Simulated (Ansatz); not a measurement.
Geometry optimisation, Ansatz, RHF/def2-SVP.

Input:

```yaml
crystal:
  periodic: [false, false, false]
  atoms:
    - { symbol: Al, position_ang: [0.077052, -0.097349, -0.216026] }
    - { symbol: H, position_ang: [-0.056102, -0.335314, 1.325661] }
    - { symbol: "N", position_ang: [1.671559, -0.246768, -0.964703] }
    - { symbol: H, position_ang: [2.511983, -0.513225, -0.488125] }
    - { symbol: H, position_ang: [1.867795, -0.094226, -1.935683] }
    - { symbol: H, position_ang: [-1.16449, 0.277833, -1.113406] }
    - { symbol: "N", position_ang: [-0.00961, 2.474657, 1.545627] }
    - { symbol: H, position_ang: [0.877046, 2.675917, 1.119545] }
    - { symbol: H, position_ang: [-0.757152, 2.723664, 0.923303] }
    - { symbol: H, position_ang: [-0.068383, 1.47971, 1.796607] }
basis:
  gaussian: { orbitals: def2-SVP }
hamiltonian:
  xc: hf
relax:
  f_tol: 0.03
  max_steps: 50
```

Command:

```bash
$ ansatz run input.yaml --threads 2 --pin off --max-ram 3072MiB --backend cpu --events-out ev --progress --plain --runs-dir out
```

**Question.** Where does it end, and by what steps?

**Answer.** It converged. After 16 steps the energy has fallen by 1.090 eV; N7 moved furthest, 0.73 Å. Joined: Al1–N7 (3.12 → 2.11 Å).

| step | energy less start (eV) | largest force component (eV/Å) | accepted |
| --- | --- | --- | --- |
| 0 | 0.0000 | 1.383 | yes |
| 1 | -0.1097 | 0.559 | yes |
| 2 | -0.1283 | 0.918 | yes |
| 3 | -0.1730 | 0.109 | yes |
| 4 | -0.1807 | 0.180 | yes |
| 5 | -0.1838 | 0.292 | yes |
| 6 | -0.1830 | 0.431 | no |
| 7 | -0.1902 | 0.189 | yes |
| 8 | -0.1977 | 0.323 | yes |
| 9 | -0.2179 | 0.948 | yes |
| 10 | -0.3586 | 1.740 | yes |
| 11 | -0.7613 | 2.198 | yes |
| 12 | -1.0216 | 1.651 | yes |
| 13 | -1.0612 | 0.228 | yes |
| 14 | -1.0048 | 0.893 | no |
| 15 | -1.0867 | 0.264 | yes |
| 16 | -1.0904 | 0.023 | yes |

```xyz
10
Properties=species:S:1:pos:R:3
Al 0.027 0.112 0.009
H -0.164 -0.854 1.269
N 1.661 0.087 -0.771
H 2.427 -0.461 -0.429
H 1.813 0.286 -1.742
H -1.212 0.396 -0.961
N 0.075 1.958 1.031
H 0.976 2.368 0.840
H -0.636 2.602 0.720
H -0.017 1.851 2.028
```

Whether the end is a true minimum wasn't checked by a vibrational analysis.

The run took 12 s on 2 threads of Arm Neoverse V1, on a shared host, peak memory 0.14 GiB.
